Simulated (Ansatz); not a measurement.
Si3N4 (P31c, No. 159), treated with LDA in Ansatz (plane waves, PAW).

Run with plane-wave cutoff 520 eV, 6×6×6 k mesh, scalar-relativistic PAW data made under PBE.

Computed at the level's own relaxed cell.

```
N4Si3
1.0
    7.72054     0.00000     0.00000
   -3.86027     6.68618     0.00000
    0.00000     0.00000     5.59622
Si N
12 16
Direct
  0.51167   0.08229   0.19265
  0.91771   0.42937   0.19265
  0.57063   0.48833   0.19265
  0.08229   0.51167   0.69265
  0.42937   0.91771   0.69265
  0.48833   0.57063   0.69265
  0.16750   0.25341   0.98560
  0.74659   0.91409   0.98560
  0.08591   0.83250   0.98560
  0.25341   0.16750   0.48560
  0.91409   0.74659   0.48560
  0.83250   0.08591   0.48560
  0.00000   0.00000   0.98640
  0.00000   0.00000   0.48640
  0.33333   0.66667   0.63725
  0.66667   0.33333   0.13725
  0.34423   0.95497   0.96529
  0.04503   0.38925   0.96529
  0.61075   0.65577   0.96529
  0.95497   0.34423   0.46529
  0.38925   0.04503   0.46529
  0.65577   0.61075   0.46529
  0.31905   0.31502   0.23184
  0.68498   0.00403   0.23184
  0.99597   0.68095   0.23184
  0.31502   0.31905   0.73184
  0.00403   0.68498   0.73184
  0.68095   0.99597   0.73184
```

### Question
Give the elastic tensor (Voigt notation, GPa, ions relaxed, in the Cartesian axes of the cell as printed).

### Answer

```
  417.6   151.4   133.2     0.0   -14.8     0.0
  151.4   417.6   133.2     0.0    14.8     0.0
  133.2   133.2   456.9     0.0     0.0     0.0
    0.0     0.0     0.0   126.1     0.0    14.8
  -14.8    14.8     0.0     0.0   126.1     0.0
    0.0     0.0     0.0    14.8     0.0   133.1
```

Note: the relaxation could not lower the start's symmetry, so the cell can be a saddle point above a distorted one.

The computed numbers hold no vibrational or temperature effects.

Ansatz is an electronic-structure program.
